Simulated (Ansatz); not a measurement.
## [H···H···CH$_{3}$], doublet in cc-pVDZ: errors against UCCSDT(Q)

Geometry: a point of a hydrogen-transfer path between rigid fragments, not a stationary point.

```xyz
6

H    -1.8686    0.0000    0.0000
H    -1.0906    0.0000    0.0000
C     0.1984    0.0000    0.0000
H     0.1984   -1.0800    0.0000
H     0.1984    0.5400    0.9353
H     0.1984    0.5400   -0.9353
```

Basis cc-pVDZ; Ansatz 0.2.0. Only valence electrons are correlated (noble-gas cores frozen), which leaves 9 electrons in 38 orbitals. R marks a restricted (for open shells ROHF) determinant, U an unrestricted one. Active spaces: valence = (9e, 9o) chosen from the atoms' valence shells; pair = (3e, 3o) about the gap.

Full CI isn't at hand for all of this; UCCSDT(Q) serves as the reference, and is uncertain by about the last step of the cluster series. The frozen core follows each run's orbitals, which can shift R against U totals by a few meV.

For open shells CISD is restricted-active-space CI with the open shells as a complete middle space.

The UHF ⟨S²⟩ is 0.780, the T1 diagnostic (RCCSD) is 0.0220 and the largest doubles amplitude (RCCSD) is 0.049. The T1 diagnostic (UCCSD) is 0.0133.

| level | E − E(UCCSDT(Q)) (kcal/mol) | share of correlation (%) | wall time |
| --- | --- | --- | --- |
| RHF | 133.05 | 0.00 | – |
| UHF | 127.40 | 4.25 | – |
| RMP2 | 20.78 | 84.38 | – |
| UMP2 | 21.49 | 83.85 | – |
| CISD | 10.06 | 92.44 | 0.96 s |
| RCCSD | 3.19 | 97.60 | – |
| UCCSD | 3.09 | 97.68 | – |
| RCCSD(T) | 0.45 | 99.66 | 1.9 s |
| UCCSD(T) | 0.47 | 99.65 | 1.8 s |
| BCCD(T) | 0.46 | 99.65 | 1 s |
| RCCSDT | 0.12 | 99.91 | – |
| UCCSDT | 0.11 | 99.92 | – |
| RCCSDT(Q) | 0.01 | 99.99 | 16 s |
| CASSCF (pair space) | 119.49 | 10.20 | – |
| NEVPT2 (pair space) | 19.77 | 85.14 | 0.27 s |
| MRCISD (pair space) | 8.25 | 93.80 | – |
| MRCISD+Q (pair space) | 0.61 | 99.54 | 0.48 s |
| CASSCF (valence space) | 78.39 | 41.09 | – |
| NEVPT2 (valence space) | 18.68 | 85.96 | 2.7 s |
| NEVPT4(SD) (valence space) | 1.98 | 98.51 | 4.1 s |
| MRCISD (valence space) | 3.49 | 97.37 | – |
| MRCISD+Q (valence space) | 0.14 | 99.90 | 4.7 s |

The correlation energy at UCCSDT(Q), counted from RHF, is -5.770 eV. That run took 14 s on 1 thread of Arm Neoverse V1, shared host.

Times hold each run's SCF and search for its determinant on a shared host, so for small cases they say little of a method's own cost; they ran on 1 thread of Arm Neoverse V1.

Natural occupations of CASSCF (valence space) about the gap: 1.984 1.978 1.978 1.972 0.999 0.029 0.020 0.019 0.019; effectively unpaired electrons, Σ n²(2−n)², 1.02.
